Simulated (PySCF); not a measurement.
PySCF input (PBE/aug-pcseg-2):

```python
import numpy as np, basis_set_exchange as bse
from pyscf import gto, scf, dft, df
from pyscf.prop.polarizability import rks as pol

basis = {'C': gto.basis.parse(bse.get_basis('aug-pcseg-2', elements=['C'], fmt='nwchem')), 'H': gto.basis.parse(bse.get_basis('aug-pcseg-2', elements=['H'], fmt='nwchem')), 'O': gto.basis.parse(bse.get_basis('aug-pcseg-2', elements=['O'], fmt='nwchem'))}
mol = gto.M(
    atom='''
    C     0.00913574    0.00173503   -1.20562697
    C    -0.00077797   -0.00014775    0.10266711
    H     0.02818759    0.94008178   -1.73766571
    H    -0.00183081   -0.93507619   -1.74059173
    O    -0.00956292   -0.00181616    1.26200208
    ''',
    basis=basis,
    charge=0,
    verbose=4,
    max_memory=8640,
)
mf = dft.RKS(mol, xc='pbe')
mf.grids.level = 3
mf = mf.density_fit(auxbasis=df.autoaux(mol))
mf.conv_tol = 1e-9
mf.max_cycle = 100
print('smallest overlap eigenvalue', np.linalg.eigvalsh(mol.intor('int1e_ovlp'))[0])
mf.kernel()
dip = mf.dip_moment()
p = pol.Polarizability(mf)
p.max_cycle_cphf = 60
alpha = p.polarizability()
print('polarisability/bohr^3', alpha.trace() / 3)
```

Output:

```
PySCF version 2.14.0

[INPUT] verbose = 4
[INPUT] num. atoms = 5
[INPUT] num. electrons = 22
[INPUT] charge = 0
[INPUT] spin (= nelec alpha-beta = 2S) = 0
[INPUT] symmetry False subgroup None
[INPUT] Mole.unit = angstrom
[INPUT] Symbol           X                Y                Z      unit          X                Y                Z       unit  Magmom
[INPUT]  1 C      0.009135740000   0.001735030000  -1.205626970000 AA    0.017264046545   0.003278731518  -2.278304781689 Bohr   0.0
[INPUT]  2 C     -0.000777970000  -0.000147750000   0.102667110000 AA   -0.001470150233  -0.000279207035   0.194012719901 Bohr   0.0
[INPUT]  3 H      0.028187590000   0.940081780000  -1.737665710000 AA    0.053266825212   1.776497098894  -3.283712287948 Bohr   0.0
[INPUT]  4 H     -0.001830810000  -0.935076190000  -1.740591730000 AA   -0.003459729486  -1.767037904702  -3.289241664383 Bohr   0.0
[INPUT]  5 O     -0.009562920000  -0.001816160000   1.262002080000 AA   -0.018071299751  -0.003432044998   2.384838299831 Bohr   0.0

nuclear repulsion = 58.6962399446735
number of shells = 60
number of NR pGTOs = 238
number of NR cGTOs = 184
basis = {'C': [[0, [7319.99, 0.000695369], [1098.18, 0.00537138], [250.014, 0.0274734], [70.7586, 0.105078], [22.8595, 0.291262], [8.03936, 0.5], [2.89309, 0.362224]], [0, [5.2164, -0.0957844], [0.556124, 0.5]], [0, [0.228813, 1.0]], [0, [0.0936338, 1.0]], [0, [0.035418, 1.0]], [1, [33.9855, 0.00818395], [7.72957, 0.0586921], [2.24954, 0.222514], [0.767681, 0.5]], [1, [0.263283, 1.0]], [1, [0.0848744, 1.0]], [1, [0.025704, 1.0]], [2, [1.4, 1.0]], [2, [0.45, 1.0]], [2, [0.077111, 1.0]], [3, [0.95, 1.0]], [3, [0.10281, 1.0]]], 'H': [[0, [75.4732, 0.00427821], [11.3575, 0.0328672], [2.60081, 0.159578], [0.735503, 0.5]], [0, [0.231761, 1.0]], [0, [0.0741675, 1.0]], [0, [0.022307, 1.0]], [1, [1.6, 1.0]], [1, [0.45, 1.0]], [1, [0.066921, 1.0]], [2, [1.25, 1.0]], [2, [0.089229, 1.0]]], 'O': [[0, [13588.7, 0.000665492], [2038.47, 0.00514222], [464.041, 0.0263472], [131.339, 0.1015], [42.534, 0.285877], [15.0429, 0.5], [5.46616, 0.368211]], [0, [10.0915, -0.100084], [1.10429, 0.5]], [0, [0.448082, 1.0]], [0, [0.175325, 1.0]], [0, [0.063622, 1.0]], [1, [60.822, 0.00908253], [14.0332, 0.0645878], [4.18244, 0.241502], [1.4249, 0.5]], [1, [0.478741, 1.0]], [1, [0.146257, 1.0]], [1, [0.042109, 1.0]], [2, [2.2, 1.0]], [2, [0.65, 1.0]], [2, [0.12633, 1.0]], [3, [1.1, 1.0]], [3, [0.16844, 1.0]]]}
ecp = {}
ETB for H: l = 0, exps = 0.044614 * 1.8^n , n = 0..13
ETB for H: l = 1, exps = 0.089228 * 2^n , n = 0..6
ETB for H: l = 2, exps = 0.111536 * 2.2^n , n = 0..5
ETB for H: l = 3, exps = 0.15615 * 2.2^n , n = 0..4
ETB for O: l = 0, exps = 0.084218 * 1.8^n , n = 0..16
ETB for O: l = 1, exps = 0.084218 * 1.8^n , n = 0..13
ETB for O: l = 2, exps = 0.084218 * 1.8^n , n = 0..12
ETB for O: l = 3, exps = 0.168439 * 2.2^n , n = 0..6
ETB for O: l = 4, exps = 0.21054900000000001 * 2.2^n , n = 0..4
ETB for C: l = 0, exps = 0.051408 * 1.8^n , n = 0..16
ETB for C: l = 1, exps = 0.051408 * 1.8^n , n = 0..13
ETB for C: l = 2, exps = 0.051408 * 1.8^n , n = 0..12
ETB for C: l = 3, exps = 0.102815 * 2.2^n , n = 0..6
ETB for C: l = 4, exps = 0.128514 * 2.2^n , n = 0..4
smallest overlap eigenvalue 4.162089369442589e-06

******** <class 'pyscf.df.df_jk.DFRKS'> ********
method = DFRKS
initial guess = minao
damping factor = 0
level_shift factor = 0
DIIS = <class 'pyscf.scf.diis.CDIIS'>
diis_start_cycle = 1
diis_space = 8
diis_damp = 0
SCF conv_tol = 1e-09
SCF conv_tol_grad = None
SCF max_cycles = 100
direct_scf = False
XC library pyscf.dft.libxc version 7.1.2
    S. Lehtola, C. Steigemann, M. J. T. Oliveira, and M. A. L. Marques,  SoftwareX 7, 1–5 (2018)
XC functionals = pbe
    J. P. Perdew, K. Burke, and M. Ernzerhof,  Phys. Rev. Lett. 77, 3865 (1996)
    J. P. Perdew, K. Burke, and M. Ernzerhof,  Phys. Rev. Lett. 78, 1396 (1997)
    J. P. Perdew, K. Burke, and M. Ernzerhof,  Phys. Rev. Lett. 77, 3865 (1996)
    J. P. Perdew, K. Burke, and M. Ernzerhof,  Phys. Rev. Lett. 78, 1396 (1997)
radial grids:
    Treutler-Ahlrichs [JCP 102, 346 (1995); DOI:10.1063/1.469408] (M4) radial grids

becke partition: Becke, JCP 88, 2547 (1988); DOI:10.1063/1.454033
pruning grids: <function nwchem_prune>
grids dens level: 3
symmetrized grids: False
atomic radii adjust function: <function treutler_atomic_radii_adjust>
small_rho_cutoff = 0
Set gradient conv threshold to 3.16228e-05
Initial guess from minao.
tot grids = 61936
init E= -152.825587588324
  HOMO = -0.282795993259345  LUMO = -0.111175060993659  gap/eV = 4.67004
cycle= 1 E= -152.390831961926  delta_E= 0.435  |g|= 0.719  |ddm|= 3.02
  HOMO = -0.13111241549273  LUMO = -0.0254176993800801  gap/eV = 2.87610
cycle= 2 E= -151.876252762518  delta_E= 0.515  |g|= 1.77  |ddm|=    4
  HOMO = -0.187945051556619  LUMO = -0.0675697171314127  gap/eV = 3.27558
cycle= 3 E= -152.448077486885  delta_E= -0.572  |g|= 0.412  |ddm|= 2.78
  HOMO = -0.218107170495324  LUMO = -0.0714451274524741  gap/eV = 3.99088
cycle= 4 E= -152.48791693181  delta_E= -0.0398  |g|= 0.113  |ddm|= 0.984
  HOMO = -0.222374418477076  LUMO = -0.0849556999071197  gap/eV = 3.73935
cycle= 5 E= -152.490692881936  delta_E= -0.00278  |g|= 0.041  |ddm|= 0.269
  HOMO = -0.217618116464919  LUMO = -0.0787513206007358  gap/eV = 3.77876
cycle= 6 E= -152.491153010562  delta_E= -0.00046  |g|= 0.00765  |ddm|= 0.0929
  HOMO = -0.217525069233249  LUMO = -0.0789486849105749  gap/eV = 3.77086
cycle= 7 E= -152.491170381215  delta_E= -1.74e-05  |g|= 0.000404  |ddm|= 0.0159
  HOMO = -0.217556956003637  LUMO = -0.0789726131513948  gap/eV = 3.77107
cycle= 8 E= -152.49117042273  delta_E= -4.15e-08  |g|= 0.000119  |ddm|= 0.00152
  HOMO = -0.217553968444332  LUMO = -0.0789704423165603  gap/eV = 3.77105
cycle= 9 E= -152.491170426136  delta_E= -3.41e-09  |g|= 5.97e-06  |ddm|= 0.000339
  HOMO = -0.217553282599479  LUMO = -0.0789691345425112  gap/eV = 3.77107
cycle= 10 E= -152.491170426146  delta_E= -9.78e-12  |g|= 1.81e-06  |ddm|= 1.69e-05
  HOMO = -0.217553420025155  LUMO = -0.0789695959752184  gap/eV = 3.77106
Extra cycle  E= -152.49117042614  delta_E= 5.4e-12  |g|= 6.02e-06  |ddm|= 9.29e-06
converged SCF energy = -152.49117042614
Dipole moment(X, Y, Z, Debye):  0.01059,  0.00201, -1.39757
Isotropic polarizability 29.5345153039
Polarizability anisotropy 19.9303779254
polarisability/bohr^3 29.534515303935667
```
